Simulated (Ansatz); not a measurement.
# H3S+ (sulfonium): levels of theory compared

Aim: a comparison of 6 runs (UHF/3-21G, BLYP/3-21G, UPBE/3-21G, MP2/6-31G, UMP2/6-31G, CCSD/3-21G) of H3S+ (sulfonium). 

The results are computed with Ansatz 0.2.0.

9 further runs of the same task are left out: 7 that didn't finish, 2 set aside as unsound or not needed.

## Step 1: The structure to begin with

H3S+ has 4 atoms, charge +1, and is taken as a singlet. SMILES: `[SH3+]`. The H2–S1 distance was set to 3.389 Å, away from the relaxed value. At this shape a bond of the SMILES string is far longer than usual.

Bond lengths: S1–H3 1.355 Å, S1–H4 1.355 Å. Angles: H3–S1–H4 93.7°.

## Step 2: A single-point energy at UHF/3-21G (run 1)

Input file in.yaml:

```yaml
basis:
  gaussian:
    orbitals: 3-21G.json
crystal:
  periodic: [false, false, false]
  atoms:
    - {symbol: S, position_ang: [-0.517972, -0.673650, -2.216383]}
    - {symbol: H, position_ang: [0.848020, 0.280920, 0.734350]}
    - {symbol: H, position_ang: [-1.313742, -1.610670, -1.645403]}
    - {symbol: H, position_ang: [-1.475092, 0.285180, -2.183873]}
total_charge: 1
magnetization:
  spin_polarized: true
  initial_magnetization: 0
hamiltonian:
  xc: hf
accuracy: high
```

The basis set 3-21G is read from a file made from the Basis Set Exchange's data (not shown).

Launch:

```sh
$ ansatz run in.yaml --threads 1 --pin off --max-ram 2610MiB --events-out events.jsonl --progress --plain --runs-dir runs
```

The program printed:

```text
Warning: RAYON_NUM_THREADS=1 ignored (pool sized by the plan → 1); use --threads N
Functional definition: HF
  name "HF"
  exchange = exact_x
  correlation = 0
349 factors; integrals over basis functions are off by at most 4.0e-9 eV
mean field evaluation 1: about -10793.4916 eV, gradient 1.7e1 eV
mean field evaluation 2: about -10793.4903 eV, gradient 1.7e1 eV
mean field evaluation 4: about -10796.0345 eV, gradient 2.9e0 eV
mean field evaluation 8: about -10796.2183 eV, gradient 4.7e-2 eV
mean field evaluation 16: about -10796.6562 eV, gradient 2.8e0 eV
mean field evaluation 32: about -10798.7949 eV, gradient 2.3e-1 eV
mean field -10798.79378597 eV, -396.8483519491 hartree, gradient 1.6e-8 eV, S^2 0.992299; 2 other end points of the search recorded, 0 dependent functions left out
reference -10798.79378597 eV, -396.8483519491 hartree; 9, 9 occupied and 10, 10 virtual orbitals, 349 factors
Total energy: -10798.79378597 eV, -396.8483519491 hartree
```

Run time: 0.14 s. Hardware: 1 thread of Arm Neoverse V2, shared host.

## Step 3: The energy at BLYP/3-21G (run 2)

Input file in.yaml:

```yaml
crystal:
  periodic: [false, false, false]
  atoms:
    - {symbol: S, position_ang: [-0.517972, -0.673650, -2.216383]}
    - {symbol: H, position_ang: [0.848020, 0.280920, 0.734350]}
    - {symbol: H, position_ang: [-1.313742, -1.610670, -1.645403]}
    - {symbol: H, position_ang: [-1.475092, 0.285180, -2.183873]}
basis:
  gaussian:
    orbitals: 3-21G.json
total_charge: 1
accuracy: high
hamiltonian:
  xc: {name: BLYP}
```

The basis set 3-21G is read from a file made from the Basis Set Exchange's data (not shown).

Launch:

```sh
$ ansatz run in.yaml --threads 1 --pin off --max-ram 2610MiB --events-out events.jsonl --progress --plain --runs-dir runs
```

The program printed:

```text
Warning: RAYON_NUM_THREADS=1 ignored (pool sized by the plan → 1); use --threads N
Functional definition: BLYP
  name "BLYP"
  parameter beta = 0.0042
  parameter a = 0.04918
  parameter b = 0.132
  parameter c = 0.2533
  parameter d = 0.349
  exchange = b88_x(beta = beta)
  correlation = lyp_c(a = a, b = b, c = c, d = d)
349 factors; integrals over basis functions are off by at most 4.0e-9 eV
mean field evaluation 1: about -10808.8514 eV, gradient 4.0e1 eV
mean field evaluation 2: about -10783.6244 eV, gradient 7.3e1 eV
mean field evaluation 4: about -10796.2970 eV, gradient 4.1e1 eV
mean field evaluation 8: about -10813.5775 eV, gradient 1.0e1 eV
mean field evaluation 16: about -10816.5788 eV, gradient 2.0e-8 eV
mean field -10816.57884866 eV, -397.5019409479 hartree, gradient 1.2e-8 eV, S^2 0.000000; 0 other end points of the search recorded, 0 dependent functions left out
reference -10816.57888802 eV, -397.5019423944 hartree; 9, 9 occupied and 10, 10 virtual orbitals, 349 factors
Total energy: -10816.57888802 eV, -397.5019423944 hartree
```

Wall time 0.7 s (1 thread of Arm Neoverse V2, shared host).

Runs 3 to 5 aren't shown in full; the table further down has their settings and results.

## Step 4: A single-point energy at CCSD/3-21G (run 6)

Input file molecule.yaml:

```yaml
crystal:
  periodic: [false, false, false]
  atoms:
    - symbol: S
      position_ang: [-0.517972, -0.673650, -2.216383]
    - symbol: H
      position_ang: [0.848020, 0.280920, 0.734350]
    - symbol: H
      position_ang: [-1.313742, -1.610670, -1.645403]
    - symbol: H
      position_ang: [-1.475092, 0.285180, -2.183873]
basis:
  gaussian:
    orbitals: 3-21G.json
total_charge: 1
correlation:
  method: ccsd
  frozen_orbitals: {H: 0, S: 5}
accuracy: high
scf:
  omitted_lower_state_checks: [cluster_reference, increment]
```

The basis set 3-21G is read from a file made from the Basis Set Exchange's data (not shown).

Launch:

```sh
$ ansatz run molecule.yaml --threads 1 --pin off --max-ram 2610MiB --events-out events.jsonl --progress --plain --runs-dir runs
```

The program printed, cut to the lines that bear on the results:

```text
Warning: RAYON_NUM_THREADS=1 ignored (pool sized by the plan → 1); use --threads N
Functional definition: HF
  name "HF"
[...]
349 factors; integrals over basis functions are off by at most 4.0e-9 eV
[...]
mean field -10796.21833845 eV, -396.7537059985 hartree, gradient 1.9e-8 eV, S^2 0.000000; 0 other end points of the search recorded, 0 dependent functions left out; unrestricted orbitals would lower it
5 core orbitals not correlated: weight in the atoms' cores, before any rotation towards them, 1.000 or more for the frozen orbitals, at most 0.000 for the correlated occupied ones
reference -10796.21833845 eV, -396.7537059985 hartree; 4, 4 occupied and 10, 10 virtual orbitals, 349 factors
second order -2.75375181 eV of doubles, -0.00000000 eV of singles
cycle   1  -2.67424687 eV  change   -4.8e-1 eV  update   1.6e-1
[...]
cycle  31  -4.33121620 eV  change   3.9e-10 eV  update  2.8e-10
WARN: these amplitudes may be one of several solutions (largest doubles amplitude 0.95, level shift 3.68 eV)
Total energy: -10800.54955465 eV, -396.9128752581 hartree
Checks for a lower state left out: cluster_reference, increment
```

Wall time 0.12 s (1 thread of Arm Neoverse V2, shared host).

## Step 5: The series

```csv
run,level,frozen core orbitals,energy (Eh),wall time
1,UHF/3-21G,–,-396.848352,0.14 s
2,BLYP/3-21G,–,-397.501942,0.7 s
3,UPBE/3-21G,–,-397.348815,2.2 s
4,MP2/6-31G,5,-398.777987,0.14 s
5,UMP2/6-31G,5,-398.822893,0.2 s
6,CCSD/3-21G,5,-396.912875,0.12 s
```

## Step 6: Outcome

```
                                          quantity          value
                               run 6: total energy  -396.91288 Eh
run 6: correlation energy (5 core orbitals frozen)     -159.2 mEh
                              run 6: T1 diagnostic          0.188
```

**Reading.** Totals of different functionals can't be ranked against each other. In run 6 the T1 diagnostic is large, so a single reference may not serve. In runs 4, 6 the log says that unrestricted orbitals would lower the reference, so the values rest on an unstable closed-shell determinant (other closed-shell runs at this shape may share the fault). Spin contamination of the reference: run 5 ⟨S²⟩ = 0.99, run 1 ⟨S²⟩ = 0.99, run 3 ⟨S²⟩ = 0.66. Where it is this large, the reference is a mixture of spin states, and values that rest on it are in doubt. All runs together took 3.5 s, the longest 2.2 s.
